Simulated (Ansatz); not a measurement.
**Relaxing Ca₃C**

The calculation used Ansatz 0.2.0, DFT PBE, scalar-relativistic, plane waves, PAW.

The start puts Ca₃C on the Cu3Au (L1_2) structure type (Pm-3m, No. 221), with C in place of Au, Ca in place of Cu, at a guessed volume.

The final relaxation ran on this input, with the default PAW datasets:

```yaml
crystal:
  lattice:
    - [4.4834607621, 0.0, 0.0]
    - [0.0, 4.4834607621, 0.0]
    - [0.0, 0.0, 4.4834607621]
  atoms:
    - { symbol: Ca, position: [0.0, 0.5, 0.5] }
    - { symbol: Ca, position: [0.5, 0.0, 0.5] }
    - { symbol: Ca, position: [0.5, 0.5, 0.0] }
    - { symbol: C, position: [0.0, 0.0, 0.0] }
basis:
  ecutwfc: 420
kpoints:
  mp_grid: { grid: [10, 10, 10] }
hamiltonian:
  xc: pbe
scf:
  occupations: { method: gaussian, width: 0.1 }
output:
  forces: true
  stress: true
  eigenvalues: true
relax:
  adjacent_minimum: "off"
  f_tol: 0.01
  max_steps: 80
  cell: { stress_tol: 0.05 }
```

Launched as:

```bash
ansatz run input.yaml --threads 1 --pin off --max-ram 2560MiB --backend cpu --events-out ev --progress --plain --runs-dir out
```

It took 16 s on 1 thread of Intel(R) Xeon(R) Platinum 8488C (Sapphire Rapids) (shared host), peak memory 0.43 GiB.

End of the output:

```
SCF converged after 6 iterations
Free energy (F): -5697.934641 eV
Harris-Foulkes:  -5697.934641 eV  (|F-HF|=1.82e-12)
Internal energy: -5697.930707 eV  (E = F + TS)
E sigma→0 (E₀):  -5697.932674 eV
Entropy (-TS):   -0.003934 eV (-0.984 meV/atom)
Fermi energy:    7.819086 eV
--- Per-component energies (eV) ---
  E_band       = -407.795001
  E_kinetic    = 915.548148
  E_local      = -2216.559080  (includes V_loc(G=0)·N_el)
  E_nonlocal   = 218.703803
  E_hartree    = 722.041454
  E_xc         = -457.946674
  E_vxc        = -570.735581  (∫ρ·V_xc dr)
  E_paw        = -2673.117615  (= ΣΔE_a)
  E_vpaw       = -198.835167  (= ΣTr[D̂ρ^β])
  E_aug_tail   = -0.000012  (compensation charges beyond the density's cutoff)
  E_ewald      = -2206.600730
  E_smearing   = -0.003934  (= −TS)
  E_closure    =  0.000000  (closes the sum)
  Σ components = -5697.934641   (vs F -5697.934641, Δ=0.00e0)
--- Forces (eV/Å), atoms counted from 1 ---
  atom   1  Ca     0.00000000     0.00000000     0.00000000
  atom   2  Ca     0.00000000     0.00000000     0.00000000
  atom   3  Ca     0.00000000     0.00000000     0.00000000
  atom   4  C      0.00000000     0.00000000     0.00000000
  max |Σ_I F_I| component: 1.27e-29 eV/Å
--- Stress (GPa, compression-positive) ---
        0.013802       0.000000       0.000000
        0.000000       0.013802       0.000000
        0.000000       0.000000       0.013802
  P = ⅓ Tr σ = 0.0138 GPa (0.138 kbar)
--- Relaxed structure (2 steps of the walk, 2 accepted, 1 SCFs on fresh bases) ---
  F+E_penalty+E_count = -5697.93464096 eV   max|allowed force component| = 3.679e-30 eV/Å   (the final SCF, on the basis selected at the relaxed cell)
  cell:  # Å, volume = 92.4685 Å³
    - [4.522007, 0.000000, 0.000000]
    - [0.000000, 4.522007, 0.0]
    - [0.000000, 0.0, 4.522007]
  atoms:
    - { symbol: Ca, position: [0.000000, 0.5, 0.5] }
    - { symbol: Ca, position: [0.5, 0.000000, 0.5] }
    - { symbol: Ca, position: [0.5, 0.5, 0.000000] }
    - { symbol: C, position: [0.000000, 0.000000, 0.000000] }
```

Total energies depend on the potentials used, so only differences within one code and one set of settings carry meaning.

The result has space group Pm-3m (No. 221). Ca is coordinated by 4 C at 3.20 Å and 8 Ca at 3.20 Å; C is coordinated by 12 Ca at 3.20 Å.

Against the elements it lies at 0.90 eV/atom. Formation energies are uncorrected and refer to the elements' standard structures at the same level.

The k mesh leaves about 4 meV/atom of noise in metals.

A structure relaxed within its symmetry needn't be a true minimum.